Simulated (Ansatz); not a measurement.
A nudged elastic band was laid between two geometries of ClH3Si + H (6 atoms, charge 0, multiplicity 2).

Level of theory: UKS PBE0/6-31G* in Ansatz.

```json
{"movable images": "7", "climbing image": "yes", "spring": "5.0 eV/Å²", "optimiser": "quadratic models (default)", "start path": "through a guess of the saddle point", "force threshold": "0.03 eV/Å", "iteration limit": "60", "end points": "relaxed"}
```

Initial state:

```xyz
6
Properties=species:S:1:pos:R:3
Si 0.004 0.000 -0.217
Cl 0.028 0.000 1.846
H 1.405 0.000 -0.707
H -0.705 1.218 -0.681
H -0.705 -1.218 -0.681
H -0.027 0.000 5.412
```

Final state:

```xyz
6
Properties=species:S:1:pos:R:3
Si -0.003 0.000 -0.521
Cl 0.009 0.000 3.572
H 1.416 0.000 -0.974
H -0.710 1.228 -0.981
H -0.710 -1.228 -0.981
H 0.000 0.000 4.857
```

Q: What changes between the two ends?

A: Bonds broken: Si1–Cl2. Bonds formed: Cl2–H6. ClH3Si + H becomes ClH + H3Si.

Q: What energy profile does the band end with?

A: It converged. The highest image is number 4 of 0 to 8, 0.76 eV above the first end and 0.55 eV above the last; the last end lies 0.22 eV above the first. A vibrational analysis at the climbing image gives one clearly imaginary mode, 592i cm⁻¹: a first-order saddle point.

```json
{"image": "0", "path coordinate (Å)": "0.00", "energy (eV)": "0.00", "Si1–Cl2 (Å)": "2.06", "Cl2–H6 (Å)": "3.57"}
{"image": "1", "path coordinate (Å)": "0.44", "energy (eV)": "0.01", "Si1–Cl2 (Å)": "2.06", "Cl2–H6 (Å)": "3.09"}
{"image": "2", "path coordinate (Å)": "0.87", "energy (eV)": "0.04", "Si1–Cl2 (Å)": "2.06", "Cl2–H6 (Å)": "2.62"}
{"image": "3", "path coordinate (Å)": "1.31", "energy (eV)": "0.20", "Si1–Cl2 (Å)": "2.08", "Cl2–H6 (Å)": "2.13"}
{"image": "4", "path coordinate (Å)": "1.74", "energy (eV)": "0.76", "Si1–Cl2 (Å)": "2.36", "Cl2–H6 (Å)": "1.52"}
{"image": "5", "path coordinate (Å)": "2.22", "energy (eV)": "0.41", "Si1–Cl2 (Å)": "2.89", "Cl2–H6 (Å)": "1.30"}
{"image": "6", "path coordinate (Å)": "2.69", "energy (eV)": "0.27", "Si1–Cl2 (Å)": "3.28", "Cl2–H6 (Å)": "1.29"}
{"image": "7", "path coordinate (Å)": "3.17", "energy (eV)": "0.22", "Si1–Cl2 (Å)": "3.68", "Cl2–H6 (Å)": "1.29"}
{"image": "8", "path coordinate (Å)": "3.65", "energy (eV)": "0.22", "Si1–Cl2 (Å)": "4.09", "Cl2–H6 (Å)": "1.29"}
```

Q: What is the geometry of the highest image?

A: 
```xyz
6
Properties=species:S:1:pos:R:3
Si 0.000 0.000 0.013
Cl -0.001 0.000 2.372
H 1.417 0.000 -0.433
H -0.708 1.227 -0.436
H -0.708 -1.227 -0.436
H 0.001 0.000 3.891
```

Q: What are the harmonic wavenumbers there?

A: 592i, 248, 249, 462, 462, 797, 849, 934, 934, 2259, 2296, 2296 cm⁻¹.

The run took 2.4 min on 1 thread of Arm Neoverse V2, on a shared host, peak memory 0.12 GiB.
